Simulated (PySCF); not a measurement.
## CO⁺ at revPBE

Computed with revPBE; PySCF, no relativity, basis sets C pcseg-2, O pcseg-2.

```
state                                                                                                             : ²Σ⁺ (doublet), unpaired electrons σ ↑
bond length                                                                                                       : 1.124 Å
harmonic wavenumber                                                                                               : 2187 cm⁻¹
force constant                                                                                                    : 19.3 mdyn/Å
rotational constant Be                                                                                            : 1.945 cm⁻¹
anharmonicity ωexe                                                                                                : 14.3 cm⁻¹
vibration–rotation constant αe                                                                                    : 0.0181 cm⁻¹
well depth De to C⁺ + O                                                                                           : 8.95 eV
dissociation energy D0                                                                                            : 8.82 eV
bond order (Mayer)                                                                                                : 2.71
dipole moment (positive dipole points towards O; it is taken about the centre of mass and depends on that origin) : -2.56 D
```

For an ion De counts to the pair picked by the measured ionisation energies or electron affinities, which need not be the lowest pair at this level. The state is the lowest determinant that a PBE0 search found; another state may lie lower at other levels.
